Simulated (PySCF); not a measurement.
An element was calculated at UHF (PySCF 2.14, non-relativistic, a triple-zeta basis, no spin-orbit coupling), in the ground configurations that NIST lists.

```
electron affinity          : 0.016 eV
first ionisation energy    : 5.599 eV
second ionisation energy   : 17.520 eV
third ionisation energy    : 28.040 eV
polarisability of the atom : 61.7 bohr³
```

**Question.** Which element is it?

**Answer.** Aluminium (Al, Z = 13), in aug-cc-pwCVTZ. NIST lists 5.986, 18.829, 28.448 eV for these ionisation energies.
